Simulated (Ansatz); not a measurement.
Interaction energy ladder

The pair of NH$_{4}$⁺ (SMILES [NH4+], atoms 1–5) and CH$_{2}$O (SMILES C=O, atoms 6–9), both closed shells, in one local arrangement (a lower one may exist), relaxed at PBE0-D4/def2-TZVP:

```xyz
9
angstrom
N 0.1514 -0.0307 -1.6467
H 0.0932 0.0039 -0.5843
H 1.1317 0.0137 -1.9270
H -0.3446 0.7633 -2.0517
H -0.2569 -0.8954 -2.0011
C -0.2046 0.0331 2.0667
O 0.3369 0.1753 0.9954
H -1.2370 -0.3409 2.1528
H 0.3300 0.2777 2.9959
```

Program: Ansatz 0.2.0. Basis: def2-TZVPPD, with def2-QZVPPD for the basis limit. Cores are frozen in the correlated methods. B3LYP uses VWN-RPA correlation. Extrapolation: Hartree–Fock as exp(−7.88 √X), correlation as X^−2.97. Interaction energies count from these two fragments, frozen as in the pair, with the counterpoise correction; negative means bound.

Problem. What is the interaction energy by CCSD(T) at an estimated basis limit (MP2 extrapolated from triple and quadruple zeta, plus CCSD(T) − MP2 in triple zeta)? (An estimate is asked for; the value comes from the calculation.)

Solution. By the calculation: -21.17 kcal/mol. Hartree–Fock alone gives -20.64 kcal/mol at the basis limit. It counts from the two fragments frozen as in the pair.

The same quantity by other methods in triple zeta, and each one's difference from that estimate:
| method | E_int (kcal/mol) | difference |
| --- | --- | --- |
| PBE-D4 | -22.16 | -0.99 |
| revPBE-D4 | -20.99 | 0.18 |
| BLYP-D4 | -21.62 | -0.44 |
| r2SCAN-D4 | -21.88 | -0.71 |
| B97M-V | -21.29 | -0.11 |
| PBE0-D4 | -22.57 | -1.40 |
| B3LYP-D4 | -22.33 | -1.16 |
| HSE06-D4 | -22.54 | -1.37 |
| wB97X-V | -21.86 | -0.69 |
| wB97M-V | -21.70 | -0.53 |
| B2PLYP | -21.21 | -0.04 |
| HF | -20.57 | 0.60 |
| MP2 | -20.50 | 0.68 |
| CCSD | -20.34 | 0.83 |
| CCSD(T) | -20.43 | 0.74 |
Differences are method less estimate.

Problem. Which atoms make the shortest contact between the fragments?

Solution. H2 and O7, 1.61 Å apart.

Energy to bend the free fragments (PBE0-D4 minima) into their shapes in the pair, CCSD(T)/def2-TZVPPD: NH$_{4}$⁺ 0.84 kcal/mol; CH$_{2}$O -0.17 kcal/mol. This must be added to the interaction energy to get the binding energy from relaxed fragments.

Basis-set superposition shift (counterpoise-corrected less uncorrected): CCSD(T) 0.62; MP2 0.63; HF 0.03; PBE0-D4 0.04; wB97M-V 0.04 kcal/mol.

The T1 diagnostic stays at or below 0.016.

For scale, one of the runs: CCSD(T)/def2-TZVPPD, 216 basis functions (an equivalent command: `ansatz run in.yaml --threads 2`). The run took 59 s on 2 CPU threads (shared host), with 3.3 GiB of host memory at its peak.
